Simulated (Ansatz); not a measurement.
Process, species as SMILES: [CH]=O (CH-O) → O=[CH-] (an electron is taken up)
B3LYP-D3(BJ)/def2-TZVP geometries, fixed; electronic energies without zero-point terms; positive where energy is released.

The adiabatic electron affinity at CCSD(T) with Ansatz (a first-principles code), in eV, split into its Hartree-Fock and correlation parts. Cores are frozen. Open shells are unrestricted. No added dispersion term, no relativity. Functions are those of the species that has most.

```csv
basis,X,functions,Hartree-Fock,CCSD(T)
aug-cc-pVDZ,2,55,-0.836,0.166
aug-cc-pVTZ,3,115,-0.889,0.204
aug-cc-pVQZ,4,206,-0.899,0.221
```

Worked estimate of the basis-set limit from each neighbouring pair, with Hartree-Fock from the larger set and the correlation part extrapolated as X^-3.
Correlation parts: X = 2: 1.002, X = 3: 1.093, X = 4: 1.120.
- (2,3): (27·(1.093) - 8·(1.002))/19 = 1.131; with Hartree-Fock -0.889 the estimate is 0.242 eV.
- (3,4): (64·(1.120) - 27·(1.093))/37 = 1.140; with Hartree-Fock -0.899 the estimate is 0.241 eV.
The last two estimates differ by 0.002 eV; the largest set lies 0.020 from the last. Over the last step Hartree-Fock moves by -0.010 and the correlation part by 0.027.
